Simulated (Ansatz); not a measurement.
CH5OSi (`[CH2][SiH2]O`) radical, 8 atoms. Charge 0, multiplicity 2. All runs use 2 threads of a server CPU on a shared host. Correlated methods freeze the cores. Open-shell runs search over several starts.

(1) Give the basis size and wall time and peak host memory of each of these runs in Ansatz. UKS r2SCAN-D4/def2-TZVPP energy and forces; UKS r2SCANh-D4/def2-TZVPP energy; UKS PBE0-D4/def2-TZVPP energy; UKS PBE0-D4/def2-TZVP frequencies; UHF-CCSD(T)/def2-TZVPP energy; UKS ωB97M-V/def2-QZVPP energy; UKS revPBE-D4/def2-TZVPP energy; UKS ωB97M-V/def2-SVP energy; UHF-CCSD(T)/def2-SVP energy; direct RPA on PBE orbitals/def2-TZVPP energy; UKS PBE0-D4/def2-SVP energy; UHF-MP2/def2-QZVPP energy. (An estimate is asked.)

## Answers

(1) The calculation gave: Other jobs shared the machine, so times are rough.

```json
{"level": "UKS PBE0-D4/def2-SVP", "job": "energy", "functions": "71", "wall time": "1.1 s", "peak host memory (GiB)": "0.17"}
{"level": "UKS revPBE-D4/def2-TZVPP", "job": "energy", "functions": "174", "wall time": "1.9 s", "peak host memory (GiB)": "0.22"}
{"level": "UKS PBE0-D4/def2-TZVPP", "job": "energy", "functions": "174", "wall time": "3 s", "peak host memory (GiB)": "0.39"}
{"level": "UHF-CCSD(T)/def2-SVP", "job": "energy", "functions": "71", "wall time": "3.2 s", "peak host memory (GiB)": "0.33"}
{"level": "direct RPA on PBE orbitals/def2-TZVPP", "job": "energy", "functions": "174", "wall time": "3.3 s", "peak host memory (GiB)": "0.36"}
{"level": "UKS ωB97M-V/def2-SVP", "job": "energy", "functions": "71", "wall time": "3.9 s", "peak host memory (GiB)": "0.3"}
{"level": "UKS r2SCANh-D4/def2-TZVPP", "job": "energy", "functions": "174", "wall time": "4.4 s", "peak host memory (GiB)": "0.43"}
{"level": "UKS r2SCAN-D4/def2-TZVPP", "job": "energy and forces", "functions": "174", "wall time": "4.5 s", "peak host memory (GiB)": "0.26"}
{"level": "UHF-MP2/def2-QZVPP", "job": "energy", "functions": "334", "wall time": "12 s", "peak host memory (GiB)": "1.3"}
{"level": "UKS ωB97M-V/def2-QZVPP", "job": "energy", "functions": "334", "wall time": "14 s", "peak host memory (GiB)": "1.3"}
{"level": "UKS PBE0-D4/def2-TZVP", "job": "frequencies", "functions": "129", "wall time": "63 s", "peak host memory (GiB)": "0.28"}
{"level": "UHF-CCSD(T)/def2-TZVPP", "job": "energy", "functions": "174", "wall time": "65 s", "peak host memory (GiB)": "3.8"}
```
